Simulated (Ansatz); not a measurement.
**AlNH2 (singlet): the correlation ladder, cc-pVDZ**

The task here is to estimate one member of a computed series from the others.

Program: Ansatz 0.2.0, Gaussian basis. Level of theory: cc-pVDZ, core rule «outside noble gas», up to 6 orbitals frozen. These are calculated values, not measurements.

To be run: UHF; CCSD(T) on RHF; BCCD(T) on RHF; CISD; CCSDT(Q) on RHF; CCSDTQ on RHF.

15 further runs of the same task are left out: 12 for a known fault of the program, 3 set aside as unsound or not needed.

**The system**

The geometry is a PBE0/def2-TZVP stationary point (not a proven minimum) of the parent state, kept for this charge and spin.

4 atoms, charge 0, spin multiplicity 1.

Atoms are counted from 1 here; the program's logs count them from 0.

Bond lengths: Al1–N2 1.771 Å, N2–H3 1.007 Å, N2–H4 1.007 Å. Angles: Al1–N2–H3 124.1°, Al1–N2–H4 124.1°, H3–N2–H4 111.7°.

The first run:

Contents of in.yaml:

```yaml
crystal:
  periodic: [false, false, false]
  atoms:
    - {symbol: Al, position_ang: [0.000000, 0.000000, 0.686473]}
    - {symbol: N, position_ang: [0.000000, 0.000000, -1.084932]}
    - {symbol: H, position_ang: [0.000000, 0.833405, -1.649784]}
    - {symbol: H, position_ang: [0.000000, -0.833405, -1.649784]}
basis:
  gaussian: {orbitals: cc-pVDZ}
magnetization: {spin_polarized: true, initial_magnetization: 0}
hamiltonian: {xc: hf}
output: {orbitals: {seedname: orbitals}}
```

The run is started by

```sh
$ ansatz run in.yaml --threads 1 --pin off --events-out ev --progress --plain --max-ram 4096MiB --backend cpu
```

Among the steps run: UHF; CCSD(T) on RHF; BCCD(T) on RHF; CISD; CCSDT(Q) on RHF; CCSDTQ on RHF.

One of the session's tables, all rows but one given; the rest of the session is left out.

It belongs to the step «Misses and costs». 

```
   method  from RCCSDTQ (meV)
      RHF             +6917.7
     RMP2              +845.3
     CISD              +740.0
    RCCSD                   ?
 RCCSD(T)               +31.0
  BCCD(T)               +29.8
   RCCSDT               +16.1
RCCSDT(Q)                -1.6
  RCCSDTQ                   0
```

Q: Estimate the row for RCCSD from the others.

As computed: from RCCSDTQ (meV): +206.9. In the column «from RCCSDTQ (meV)» it lies between RCCSD(T) (+31.0) and CISD (+740.0).
